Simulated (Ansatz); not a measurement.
Input for Ansatz (development build ahead of 0.2.0):

```yaml
crystal:
  periodic: [false, false, false]
  atoms:
    - { symbol: B, position_ang: [0.03199, 0.03074, 0.10047] }
    - { symbol: H, position_ang: [1.1998, 0.08062, 0.03237] }
    - { symbol: H, position_ang: [-0.6147, 0.97342, -0.10618] }
    - { symbol: H, position_ang: [-0.68066, -0.95705, 0.02079] }
basis:
  gaussian: { orbitals: def2-SVP }
hamiltonian:
  xc: hf
correlation:
  method: mp2
  frozen_orbitals: { B: 1, H: 0 }
```

The input is written out in the form of the current development build from the run's settings.

The run gave:

```
Converged                       : yes
Reference energy                : -26.36320 hartree
Correlation energy              : -0.09257 hartree
Total energy                    : -26.45577 hartree
Spin squared of the determinant : 0.000
```
